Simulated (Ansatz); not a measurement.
# AlBFH3, SMILES F[BH][AlH2]: a composite energy at a relaxed geometry

Program: the Python package of Ansatz (0.2.0).

The cells in order, each with its output:

```python
import itertools

import ansatz as az
from ase.data import atomic_numbers, covalent_radii
import numpy as np

system = (
    az.Crystal.molecule()
    .atom("F", (-0.163, -1.9015, -1.11))
    .atom("B", (-0.7159, -0.7598, -0.3315))
    .atom("Al", (0.5472, 0.7146, 0.3139))
    .atom("H", (-1.7862, -0.6875, -0.0638))
    .atom("H", (2.1343, 0.6256, -0.0561))
    .atom("H", (0.0257, 1.9446, 1.2013))
)
```

```python
calculation = (
    system.calculation()
    .basis(gaussian="def2-SVP")
    .functional("B3LYP")
)
symbols = [site.symbol for site in system.cartesian_sites]
start = np.array([site.position_ang for site in system.cartesian_sites], dtype=float)
summary = calculation.relax(force_tolerance=0.01).run(threads=1).report
end = np.array(summary["positions_ang"])
# pairs closer than 1.2 times the sum of covalent radii, before or after
radius = [covalent_radii[atomic_numbers[s]] for s in symbols]
span = lambda where, i, j: np.linalg.norm(where[i] - where[j])
bonded = [(i, j) for i, j in itertools.combinations(range(len(symbols)), 2) if min(span(start, i, j), span(end, i, j)) < 1.2 * (radius[i] + radius[j])]
print("pair        before    after (A)")
for i, j in bonded:
    print(f"{symbols[i]}{i}-{symbols[j]}{j}".ljust(10), f"{span(start, i, j):8.4f} {span(end, i, j):8.4f}")
for first, second in list(itertools.combinations(bonded, 2)):
    shared = set(first) & set(second)
    if shared and symbols[(j := shared.pop())] != "H":
        i, k = sorted((set(first) | set(second)) - {j})
        u, v = end[i] - end[j], end[k] - end[j]
        angle = np.degrees(np.arccos(np.clip(u @ v / np.linalg.norm(u) / np.linalg.norm(v), -1, 1)))
        print(f"final angle {symbols[i]}{i}-{symbols[j]}{j}-{symbols[k]}{k}: {angle:.2f} deg")
```

    pair        before    after (A)
    F0-B1        1.4884   1.3316
    B1-Al2       2.0459   2.1586
    B1-H3        1.1056   1.2199
    Al2-H4       1.6321   1.5935
    Al2-H5       1.6039   1.5935
    final angle F0-B1-Al2: 120.85 deg
    final angle F0-B1-H3: 114.62 deg
    final angle Al2-B1-H3: 124.54 deg
    final angle B1-Al2-H4: 121.22 deg
    final angle B1-Al2-H5: 121.12 deg
    final angle H4-Al2-H5: 117.62 deg

```python
minimum = az.Crystal.molecule()
for symbol, place in zip(symbols, end):
    minimum = minimum.atom(symbol, place.tolist())
at_minimum = minimum.calculation()
# MP2 extrapolated to the basis limit, plus the small-basis difference CCSD(T) - MP2
level = lambda method, basis: at_minimum.basis(gaussian=basis).correlation(method).run(threads=1).report
small, large, cluster = level("mp2", "cc-pVDZ"), level("mp2", "cc-pVTZ"), level("ccsd_t", "cc-pVDZ")
corr = lambda each: (each["free_energy_ev"] - each["reference_energy_ev"]) / 27.211386246
mp2_limit = (27 * corr(large) - 8 * corr(small)) / 19
pieces = {"HF / cc-pVTZ": large["reference_energy_ev"] / 27.211386246, "MP2 correlation, DZ-TZ limit": mp2_limit, "CCSD(T) - MP2 / cc-pVDZ": corr(cluster) - corr(small)}
for name, value in pieces.items():
    print(f"{name:32s} {value:14.6f} Ha")
print(f"{'sum':32s} {sum(pieces.values()):14.6f} Ha")
print("T1 diagnostic", round(cluster["correlation"]["coupled_cluster"]["t1_diagnostic"], 4))
```

    HF / cc-pVTZ                        -367.852180 Ha
    MP2 correlation, DZ-TZ limit          -0.467632 Ha
    CCSD(T) - MP2 / cc-pVDZ               -0.041463 Ha
    sum                                 -368.361275 Ha
    T1 diagnostic 0.0151

Reading the output:
- Total energies depend on the basis set; only differences at equal settings carry meaning.
- The sum leaves out core correlation, relativity, the Hartree-Fock basis error and zero-point energy; a DZ-TZ extrapolation is rough.
- b3lyp holds the VWN-RPA fit, as in Gaussian; the form of ORCA and Turbomole is b3lyp5.
- Inner cores stay frozen, so this is valence correlation.
- For Al to Cl the sets with a tight d function, cc-pV(X+d)Z, are usual.
- An extrapolation from small basis sets is rough.
- Finished in 56 s on 1 thread of Arm Neoverse N1, on a shared host, peak memory 0.27 GiB.
